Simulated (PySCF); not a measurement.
## Choosing a basis for TDDFT

Compound: 3-methyl-1-pentene, C6H12.
SMILES with atom numbers: `[CH2:1]=[CH:2][C@H:3]([CH3:4])[CH2:5][CH3:6]` (hydrogens: H7, H8 on C1; H9 on C2; H10 on C3; H11, H12, H13 on C4; H14, H15 on C5; H16, H17, H18 on C6)

TDDFT with PBE0 (PySCF), vertical singlets, core orbitals frozen in the response, spherical d and f functions. Geometry: PBE0-D3(BJ)/def2-SVP, one conformer, isolated molecule.

Q: How do the low singlets change with the basis? Take 6-31G*, 6-31+G*, def2-SVP, def2-SVPD, aug-cc-pVDZ and def2-TZVP.

A: 

```tsv
basis	functions	diffuse	S1 (eV)	S2 (eV)	S3 (eV)	S4 (eV)	S5 (eV)	LUMO (eV)	α (au)
6-31G*	108	no	7.80	8.03	8.43	8.86	8.96	0.88	63.7
6-31+G*	132	yes	6.79	7.09	7.13	7.18	7.48	0.29	72.2
def2-SVP	144	no	7.67	7.86	8.18	8.24	8.27	0.58	66.8
def2-SVPD	216	yes	7.23	7.35	7.50	7.70	7.73	0.31	75.9
aug-cc-pVDZ	246	yes	6.47	6.71	6.84	6.99	7.06	0.04	77.9
def2-TZVP	258	no	7.33	7.64	7.70	7.85	8.08	0.35	74.6
```

States are compared by their number. Against the largest diffuse basis here (aug-cc-pVDZ, itself not a converged limit), sets without diffuse functions differ by up to 1.33 eV in S1 and 1.89 eV in S5; the smaller diffuse sets differ by up to 0.76 and 0.67 eV. State by state, the largest deviation of a set without diffuse functions is S1 1.33, S2 1.32, S3 1.59, S4 1.86, S5 1.89 eV. The same number needn't mean the same state in each row. Against aug-cc-pVDZ the polarisability deviates by -18% in 6-31G*, -7% in 6-31+G*, -14% in def2-SVP, -3% in def2-SVPD, -4% in def2-TZVP. A single + in a Pople set puts diffuse functions on heavy atoms only.
